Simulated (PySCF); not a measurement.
Compound: CFCl3.
SMILES: `FC(Cl)(Cl)Cl`

The calculation used B97-2/Sadlej pVTZ in PySCF (dipole) on a GFN2-xTB geometry, gas phase.

Masses are those of the commonest isotopes; rigid-rotor values at the optimised geometry. 

(1) What are A, B and C (MHz)?

(2) What kind of rotor is it?

(3) Is it planar, by Δ = Ic − Ia − Ib?

(4) Give the other two planar moments, Paa and Pbb, and the rms extents of the mass along the axes.

(5) Where do the R-branch lines fall?

Answers

(1) Ia = 206.75, Ib = 206.79, Ic = 295.71 u·Å²; 505379 MHz·u·Å²/I gives A = 2444, B = 2444, C = 1709 MHz.

(2) An oblate symmetric top, as the point group C3v requires two equal moments; Ray's κ = 0.999.

(3) Not planar: Δ = Ic − Ia − Ib = -117.84 u·Å². For a rigid frame Δ = −2 Σ m c², so Σ m c² = 58.92 u·Å² lies off the ab plane. The atom farthest from that plane is 1.59 Å away.

(4) Paa = Σ m a² = (Ib + Ic − Ia)/2 = 147.88 and Pbb = Σ m b² = (Ia + Ic − Ib)/2 = 147.83 u·Å². With the mass M = 135.90 u, the rms extents √(P/M) along a, b and c are 1.04, 1.04, 0.66 Å.

(5) The dipole of 0.34 D lies along the symmetry axis, so ΔK = 0 and J+1 ← J falls at 2B(J+1) for every K: 4.89 GHz, 9.78 GHz, 14.66 GHz, 19.55 GHz, 24.44 GHz for J = 0 to 4.

GFN2-xTB frequencies: not computed here. These are rigid-rotor constants of the computed structure; measured ground-state constants (B0) also hold zero-point vibration.
